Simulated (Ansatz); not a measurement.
The input, for Ansatz 0.2.0:

```yaml
crystal:
  periodic: [false, false, false]
  atoms:
    - {symbol: B, position_ang: [0.100656, -1.134783, 2.052311]}
    - {symbol: P, position_ang: [-0.064218, 0.575542, 1.221443]}
    - {symbol: Ge, position_ang: [0.012402, -0.076522, -0.826269]}
basis:
  gaussian: {orbitals: STO-3G}
magnetization: {spin_polarized: false}
correlation: {method: mp2, electrons: outside_noble_gas}
output: {forces: true}
```

```sh
$ ansatz run in.yaml --threads 1 --pin off --events-out ev --progress --plain --max-ram 2393MiB
```

Output:

```
335 factors; integrals over basis functions are off by at most 9.9e-5 eV
mean field evaluation 1: about -65655.0074 eV, gradient 1.3e1 eV
mean field evaluation 2: about -65655.0275 eV, gradient 1.3e1 eV
mean field evaluation 4: about -65655.8367 eV, gradient 2.0e0 eV
mean field evaluation 8: about -65655.9123 eV, gradient 5.3e-3 eV
mean field evaluation 16: about -65649.4820 eV, gradient 1.6e-3 eV
mean field evaluation 32: about -65655.5427 eV, gradient 6.1e0 eV
mean field -65655.91201372 eV, -2412.8102633286 hartree, gradient 6.0e-6 eV, S^2 0.000000; 3 other end points of the search recorded, 0 dependent functions left out; unrestricted orbitals would lower it
20 core orbitals not correlated, not the lowest: weight in the atoms' cores, before any rotation towards them, 0.972 or more for the frozen orbitals, at most 0.016 for the correlated occupied ones
reference -65655.91201372 eV, -2412.8102633286 hartree; 6, 6 occupied and 6, 6 virtual orbitals, 335 factors
second order -3.51270382 eV of doubles, -0.00000000 eV of singles
the calculation of the forces begins
Total energy: -65659.42471754 eV, -2412.9393528131 hartree
Atom 0 at     0.100656    -1.134783     2.052311 Å, force    -0.053475     0.565377    -0.451189 eV/Å
Atom 1 at    -0.064218     0.575542     1.221443 Å, force     0.140390    -1.282125    -2.262703 eV/Å
Atom 2 at     0.012402    -0.076522    -0.826269 Å, force    -0.086916     0.716748     2.713892 eV/Å
Dipole moment:    -0.022210     0.232553    -0.148725 e Å
```

Forces (eV/Å):
```
B   -0.053  0.565 -0.451
P    0.140 -1.282 -2.263
Ge  -0.087  0.717  2.714
```

Ran on 1 thread of AMD EPYC, shared host: 3 s wall, 0.09 GiB peak host memory.
